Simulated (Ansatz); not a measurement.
Born–Oppenheimer molecular dynamics of CH5BO (8 atoms, charge 0, multiplicity 1). It starts at the highest image of a converged band. Of that band: The profile has 2 maxima (images 2, 5) with wells between them (image 4): this band takes more than one step, which may be the mechanism or a detour left from its start path. Neighbouring images differ by up to 5.0 eV, so the band resolves the path poorly. A vibrational analysis at the climbing image gives one clearly imaginary mode, 1056i cm⁻¹: a first-order saddle point.

Theory: RKS PBE0-D4/def2-SVP in Ansatz 0.2.0.

```
ensemble                      : NVE (velocity Verlet)
time step                     : 0.5 fs
steps asked                   : 200
starting velocities drawn for : 100 K
seed                          : 9813
```

First frame:

```xyz
8
Properties=species:S:1:pos:R:3
B -0.409 -0.312 0.573
H 1.065 -0.521 1.126
O 1.097 0.135 0.300
H 1.518 -0.160 -0.540
C -1.232 -0.103 -0.734
H -2.174 -0.668 -0.759
H -1.496 0.975 -0.738
H -0.658 -0.298 -1.662
```

Problem. How far do the bonds stretch over the last three quarters of this one trajectory? (Pairs bonded in most of those frames.)

Solution. 
```tsv
bond	mean (Å)	spread (Å)	shortest	longest
B1–O3	1.646	0.094	1.51	1.77
B1–C5	1.578	0.016	1.55	1.61
H2–O3	0.971	0.012	0.95	1.00
O3–H4	0.991	0.023	0.95	1.03
C5–H6	1.102	0.009	1.09	1.12
C5–H7	1.108	0.009	1.09	1.12
C5–H8	1.112	0.011	1.09	1.13
```

Mean temperature of the second half: 217 K. The conserved energy stayed within 0.088 meV per atom of its start (net change 0.055 meV per atom), so the integration is sound. The kinetic energy rose, since the run started high on the potential surface and went downhill. A run of 0.1 ps of so small a system gives no equilibrium averages. The orbitals stay closed-shell, which can raise the energy where a bond breaks towards radicals; this wasn't checked here.

Time of the run: 5.5 min on 1 thread of Arm Neoverse V1, on a shared host, peak memory 0.11 GiB.
